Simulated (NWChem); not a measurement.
A calculation on dimethyl ether (C$_{2}$H$_{6}$O)

```
O
C 1 1.3909
C 1 1.3909 2 113.18
H 2 1.0993 1 108.09 3 180.00
H 3 1.0993 1 108.09 2 180.00
H 2 1.1095 4 108.34 1 121.78
H 2 1.1095 4 108.34 6 116.44
H 3 1.1095 5 108.34 1 -121.78
H 3 1.1095 5 108.34 8 -116.44
```
Charge 0, spin multiplicity 1.

All runs are NWChem calculations. Structure: optimised with PBE0/def2-SVP, a minimum by its harmonic frequencies.

The stability of the SCF solutions was not checked. Open-shell Hartree-Fock references start from PBE0 orbitals.

Worked example. At HF/def2-TZVP the parent has a total energy of -154.12945 Ha and the doublet with one electron less, at the same geometry, -153.80139 Ha. The vertical ionisation energy is their difference.

ΔE = -153.80139 − (-154.12945) = 0.32806 Ha. Times 27.2114 eV/Ha this is 8.93 eV, or 861 kJ/mol; λ = 1239.84/8.93 = 138.9 nm. No relaxation of the ion's geometry and no zero-point term enter.
